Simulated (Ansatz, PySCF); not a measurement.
Species: Si$_{2}$, charge 0, triplet. Si2 (SMILES [Si]=[Si], triplet).
B3LYP-D3(BJ)/def2-TZVP minimum from Ansatz (a first-principles code):
```xyz
2

Si     0.0000     0.0000    -1.1339
Si     0.0000     0.0000     1.1339
```
Charge 0, spin multiplicity 3.

Quantity: enthalpy of formation at 298 K (by atomisation, with ideal-gas terms from PySCF's Hessian at B3LYP-D3(BJ)/def2-TZVP and the atoms' measured values of the G2/97 table; no spin-orbit terms), in kcal/mol. UHF or UKS for unpaired electrons; spin-orbit terms are left out. CBS(X,Y): correlation extrapolated as X^-3, Hartree-Fock from the larger set (Q,5: extrapolated as (X+1)exp(-9√X)). A bracket is a step between two methods taken in the basis named. Functionals run without relativity, which enters their misses. Double hybrids freeze cores in their MP2 part. '+ core + X2C': CCSD(T) terms for core correlation (cc-pwCVTZ, 1s frozen past Ne) and scalar relativity (cc-pVTZ-DK).

Measured: 139.9 kcal/mol, 585.3 kJ/mol (G2/97 table in ASE (Curtiss et al.)); atomic spin-orbit terms, which the calculations lack, would raise the computed values.

Problem. How far off this value is PBE/def2-TZVPD (Ansatz), in which direction, and which of these levels come nearer: r2SCAN/def2-TZVPD, PBE0/def2-TZVPD, B2PLYP/def2-TZVPD, CCSD(T)/CBS(cc-pV(Q+d)Z,cc-pV(5+d)Z) + core + X2C?

Solution. PBE gives 132.8 kcal/mol, 7.1 kcal/mol below it. Errors of the others: r2SCAN/def2-TZVPD (Ansatz) -3.7; PBE0/def2-TZVPD (Ansatz) -2.8; B2PLYP/def2-TZVPD (Ansatz) 1.0; CCSD(T)/CBS(cc-pV(Q+d)Z,cc-pV(5+d)Z) + core + X2C (Ansatz) -1.2; CCSD(T)/CBS(cc-pV(Q+d)Z,cc-pV(5+d)Z) + [CCSDT(Q) - CCSD(T)]/cc-pV(Q+d)Z + [CCSDTQ - CCSDT(Q)]/cc-pV(D+d)Z + core + X2C (Ansatz) -2.0 kcal/mol. Nearer than PBE: r2SCAN/def2-TZVPD, PBE0/def2-TZVPD, B2PLYP/def2-TZVPD, CCSD(T)/CBS(cc-pV(Q+d)Z,cc-pV(5+d)Z) + core + X2C, CCSD(T)/CBS(cc-pV(Q+d)Z,cc-pV(5+d)Z) + [CCSDT(Q) - CCSD(T)]/cc-pV(Q+d)Z + [CCSDTQ - CCSDT(Q)]/cc-pV(D+d)Z + core + X2C.
